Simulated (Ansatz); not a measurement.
Two shapes of triplet CF₂.

Shape 1:

```xyz
3

C     0.1776   -0.1178    0.5501
F    -0.4800   -0.8861   -0.2188
F     0.3911    0.9322   -0.1326
```

Shape 2:

```xyz
3

C    -0.2750   -0.2649   -0.4512
F     0.2390   -0.8220    0.5951
F    -0.0557    0.9986   -0.2943
```

Basis set: def2-SVP (spherical functions). Left uncorrelated: 3 orbitals. Charge 0, multiplicity 3.

Computed with Ansatz (development build ahead of 0.2.0); each method stands on the lowest determinant of its kind that the runs found.

Which shape is lower in energy, and by how much in each method?

```tsv
method	E(2) − E(1) (eV)
UHF	-0.056
UHF-MP2	-0.104
```

Shape 2 is lower. Caution: another spin multiplicity may lie lower.
